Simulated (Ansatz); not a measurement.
A made-up structure of CH5AlSi, closed shell:

Al1  (-1.389, 0.623, -0.502)
C2  (1.192, -0.844, 0.433)
Si3  (0.408, 0.642, 0.143)
H4  (-2.070, -0.795, -0.738)
H5  (-2.190, 1.962, -0.797)
H6  (1.123, 1.844, 0.392)
H7  (2.183, -0.966, 0.789)
H8  (0.705, -1.770, 0.263)
(Å)

It is relaxed with PBE-D4/def2-SVP and then PBE0-D4/def2-TZVP (Ansatz 0.2.0). Atoms count as bonded within 1.22 times the sum of their covalent radii (H–H: 0.88 Å). The end point is not checked to be a true minimum.

(1) Does its bonding change? (Judge from chemistry; the calculation decides.)

## Answers

(1) By the calculation: No: no bond forms or breaks.

Where it ends: The first stage lowers the energy by 2.34 eV in 10 steps. It ends as CH₅AlSi ([CH2][SiH][AlH2]):
```xyz
8
angstrom
Al -1.6921 0.6510 -0.6103
C 1.3449 -0.8803 0.4873
Si 0.5826 0.6362 0.2051
H -2.3789 -0.7582 -0.8464
H -2.4683 2.0034 -0.8978
H 1.3948 1.8508 0.4885
H 2.3609 -0.9945 0.8516
H 0.8193 -1.8123 0.3048
```

Labels in which every atom is bracketed show which atoms are joined, not bond orders.

For scale, one of the runs: PBE0-D4/def2-TZVP relaxation, 135 basis functions, launched by `ansatz run in.yaml --threads 2 --pin off --events-out ev --progress --plain --max-ram 4352MiB`. Hardware: 2 CPU threads of an Arm Neoverse V2, shared host. Wall time about 25 s.
